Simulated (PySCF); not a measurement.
# C4H7N2: g tensor and hyperfine couplings

Species: C4H7N2 (doublet state).
SMILES with atom numbers: `[N:1]#[C:2][CH2:3][CH2:4][CH2:5][NH:6]` (hydrogens: H7, H8 on C3; H9, H10 on C4; H11, H12 on C5; H13 on N6)

Cartesian coordinates in Å at the GFN2-xTB level; atoms count from 1:
```xyz
13
C4H7N2 angstrom
N      2.1254   -1.0707    1.6914
C      1.7800   -0.4215    0.8162
C      1.3123    0.3985   -0.2730
C     -0.1917    0.6679   -0.1404
C     -1.0126   -0.6253   -0.2209
N     -2.3853   -0.5398   -0.0245
H      1.8700    1.3392   -0.2601
H      1.5274   -0.1162   -1.2143
H     -0.5054    1.3409   -0.9424
H     -0.3890    1.1632    0.8146
H     -0.8481   -1.1414   -1.1820
H     -0.6217   -1.3422    0.5310
H     -2.6657    0.3478    0.3868
```

The hyperfine couplings belong to this conformer and change with its torsions.

Theory: PySCF 2.14.0, UKS B3LYP, pcH-1 on C H N, non-relativistic, mean-field spin-orbit, GIAO. Isolated species at its GFN2-xTB geometry (one conformer only). The geometry wasn't refined by DFT: couplings that depend on bond lengths, twists or pyramidal angles can differ widely from those at the functional's own minimum. Stability of the SCF solution: not tested.

```json
{
  "g1, g2, g3": "2.00212, 2.00378, 2.00754",
  "g_iso": "2.00448",
  "Form of g": "rhombic: the two nearest values differ by 31 % of g3 − g1",
  "⟨S²⟩": "0.7535 (exact 0.7500)",
  "HOMO–LUMO gap, α and β orbitals": "7.60, 4.65 eV"
}
```

Isotropic coupling and dipolar principal values T1 to T3, in 10⁻⁴ cm⁻¹ (1 × 10⁻⁴ cm⁻¹ = 2.998 MHz):

| atom | isotope | a_iso | T1 | T2 | T3 | Mulliken spin population |
| --- | --- | --- | --- | --- | --- | --- |
| N1 | 14N | 0.1 | -0.1 | -0.1 | 0.2 | 0.01 |
| C2 | 13C | 0.0 | -0.1 | -0.1 | 0.2 | 0.00 |
| C3 | 13C | -0.4 | -0.2 | -0.1 | 0.2 | 0.00 |
| C4 | 13C | 0.7 | -0.5 | -0.4 | 0.9 | 0.01 |
| C5 | 13C | -12.5 | -1.7 | 0.4 | 1.3 | -0.08 |
| N6 | 14N | 10.4 | -14.6 | -14.3 | 28.9 | 0.96 |
| H7 | 1H | -0.1 | -0.3 | -0.2 | 0.5 | 0.00 |
| H8 | 1H | 0.2 | -0.4 | -0.4 | 0.8 | 0.00 |
| H9 | 1H | -0.3 | -1.1 | -1.0 | 2.1 | 0.00 |
| H10 | 1H | -0.3 | -1.1 | -1.0 | 2.0 | 0.00 |
| H11 | 1H | 36.3 | -2.3 | -1.5 | 3.8 | 0.05 |
| H12 | 1H | 71.8 | -2.7 | -1.0 | 3.7 | 0.09 |
| H13 | 1H | -19.8 | -17.5 | -2.9 | 20.5 | -0.03 |

The largest Mulliken spin populations are on N6 (+0.96), H12 (+0.09) and C5 (-0.08). N6 is the only atom above +0.15.

Under fast tumbling the dipolar parts average out, and these isotropic splittings remain: 2 × 1H (H11/H12, I = 1/2, 3 lines) with 5.78 mT, 1 × 1H (H13, I = 1/2, 2 lines) with 2.11 mT, 1 × 14N (N6, I = 1, 3 lines) with 1.12 mT and 2 × 1H (H9/H10, I = 1/2, 3 lines) with 0.03 mT.

Class means assume fast exchange of nuclei equivalent by connectivity; if that motion is slow, each nucleus keeps its own coupling. The 1H value of +162.1 MHz is a mean of couplings from 108.8 to 215.4 MHz in this one geometry, not an average over conformers.

The 13C coupling of C5 (-37.6 MHz) shows only in satellite lines or after enrichment, since that isotope makes up about 1.07 % of natural carbon.
